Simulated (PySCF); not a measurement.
**SiC⁻: mean field, correlation and small terms against distance**

State: ²Σ⁺, doublet, unpaired electrons σ ↑. ROHF-based CCSD(T) in PySCF 2.14 with Si aug-cc-pV(D+d)Z, C aug-cc-pVDZ and Si aug-cc-pV(T+d)Z, C aug-cc-pVTZ (frozen core orbitals: 6; no relativity). Correlation energies are extrapolated as n⁻³ (n = 2, 3), Hartree–Fock as (n+1)·exp(−9√n). CV is the change on freezing 1 orbitals instead, in Si cc-pwCVTZ, C cc-pwCVTZ. SR is the spin-free X2C energy in Si cc-pVTZ-DK, C cc-pVTZ-DK less the non-relativistic one in Si cc-pVTZ, C cc-pVTZ. All energies in eV from Si⁻ + C.

| R (Å) | HF/CBS | CCSD corr. | (T) | CV | SR | total |
| --- | --- | --- | --- | --- | --- | --- |
| 1.4849 | -1.529 | -2.420 | -0.3497 | -0.0848 | -0.0003 | -4.383 |
| 1.5524 | -1.994 | -2.504 | -0.3820 | -0.0658 | 0.0025 | -4.943 |
| 1.6199 | -2.168 | -2.595 | -0.4162 | -0.0502 | 0.0044 | -5.225 |
| 1.6874 | -2.129 | -2.691 | -0.4519 | -0.0374 | 0.0056 | -5.303 |
| 1.7549 | -1.939 | -2.788 | -0.4888 | -0.0268 | 0.0062 | -5.237 |
| 1.8393 | -1.560 | -2.910 | -0.5362 | -0.0162 | 0.0064 | -5.017 |
| 1.9236 | -1.086 | -3.030 | -0.5843 | -0.0078 | 0.0061 | -4.701 |

A fit to the total gives Re = 1.6864 Å, De = 5.303 eV, ωe = 1012.7 cm⁻¹, Be = 0.7058 cm⁻¹ (masses 27.9769 and 12.0000 u).

At R = 1.6874 Å the CCSD correlation energy is -0.248918 hartree in the smaller basis and -0.280533 in the larger. Extrapolate it.

(3³·E3 − 2³·E2)/(3³ − 2³) = -0.29384 hartree; the larger basis holds 95.5 % of it.

The T1 diagnostic is 0.052, large enough to doubt a single reference. The state was picked by a PBE0 search and need not be the measured ground state. Spin–orbit coupling, excitations beyond (T) and corrections to the Born–Oppenheimer picture are left out.
